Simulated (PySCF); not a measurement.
**H$_{3}$Si, SMILES `[SiH3]` (charge 0, multiplicity 2)**

Computed with PBE-D3(BJ)/def2-TZVP // B3LYP-D3(BJ)/def2-TZVP in PySCF.

```
Quantity                                             Result
-----------------------------  ----------------------------
highest occupied spin orbital                      -5.33 eV
dipole moment                                     0.007 e·Å
total energy                                   -291.0777 Ha
cost                           very roughly 25 core-seconds
```

```xyz
4

Si     0.0008     0.0005     0.3412
H     -0.6174     1.2690    -0.1140
H      1.4074    -0.1003    -0.1169
H     -0.7908    -1.1692    -0.1103
```
Charge 0, spin multiplicity 2.
